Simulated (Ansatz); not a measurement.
Ansatz (a first-principles code) input (CCSD(T)/pcseg-0): A basis named .json is the Basis Set Exchange file of that set (core-valence sets with the plain set on hydrogen).

Ansatz 0.2 input:
```yaml
crystal:
  periodic: [false, false, false]
  atoms:
    - {symbol: C, position_ang: [-0.00000000, 0.00000000, -0.00000000]}
    - {symbol: H, position_ang: [0.62054657, 0.62688914, 0.63896175]}
    - {symbol: H, position_ang: [-0.64285838, -0.62489528, 0.61852983]}
    - {symbol: H, position_ang: [0.63693263, -0.63278043, -0.61664082]}
    - {symbol: H, position_ang: [-0.61462083, 0.63078657, -0.64085076]}
basis:
  gaussian:
    orbitals: pcseg-0.json
magnetization: {spin_polarized: false}
correlation: {method: ccsd_t, electrons: outside_noble_gas}
output: {forces: true}
```

Output:

```
Functional definition: HF
integrals: 0.00 GiB planned
236 factors; integrals over basis functions are off by at most 5.2e-4 eV
mean field: 0.04 GiB planned
mean field evaluation 1: about -1089.9738 eV, gradient 1.7e1 eV
mean field evaluation 2: about -1089.9692 eV, gradient 1.7e1 eV
mean field evaluation 4: about -1090.6840 eV, gradient 1.1e0 eV
mean field evaluation 8: about -1090.6873 eV, gradient 1.5e-6 eV
mean field -1090.68732386 eV, -40.0820198575 hartree, gradient 3.6e-6 eV, S^2 0.000000; 0 other end points of the search recorded, 0 dependent functions left out
1 core orbitals not correlated
reference -1090.68732386 eV, -40.0820198575 hartree; 4, 4 occupied and 12, 12 virtual orbitals, 236 factors
densities: 0.04 GiB planned
second order -2.70359414 eV of doubles, -0.00000000 eV of singles
coupled cluster: 0.04 GiB planned
cycle   1  -3.04016138 eV  change   -3.4e-1 eV  update   4.1e-2
cycle   2  -3.18319455 eV  change   -1.4e-1 eV  update   1.4e-2
cycle   3  -3.19739544 eV  change   -1.4e-2 eV  update   3.1e-3
cycle   4  -3.19845802 eV  change   -1.1e-3 eV  update   7.7e-4
cycle   5  -3.19846435 eV  change   -6.3e-6 eV  update   1.5e-4
cycle   6  -3.19849376 eV  change   -2.9e-5 eV  update   1.9e-5
cycle   7  -3.19849517 eV  change   -1.4e-6 eV  update   3.0e-6
perturbative correction -0.05244836 eV, -0.0019274418 hartree
the calculation of the forces begins
mean field evaluation 16: about -1090.6924 eV, gradient 3.0e-2 eV
Total energy: -1093.93826740 eV, -40.2014898289 hartree
Atom 0 at    -0.000000     0.000000    -0.000000 Å, force     0.000000    -0.000000    -0.000000 eV/Å
Atom 1 at     0.620547     0.626889     0.638962 Å, force     0.275665     0.278482     0.283845 eV/Å
Atom 2 at    -0.642858    -0.624895     0.618530 Å, force    -0.285576    -0.277597     0.274769 eV/Å
Atom 3 at     0.636933    -0.632780    -0.616641 Å, force     0.282944    -0.281099    -0.273930 eV/Å
Atom 4 at    -0.614621     0.630787    -0.640851 Å, force    -0.273032     0.280214    -0.284684 eV/Å
Dipole moment:     0.000000     0.000000    -0.000000 e Å
```
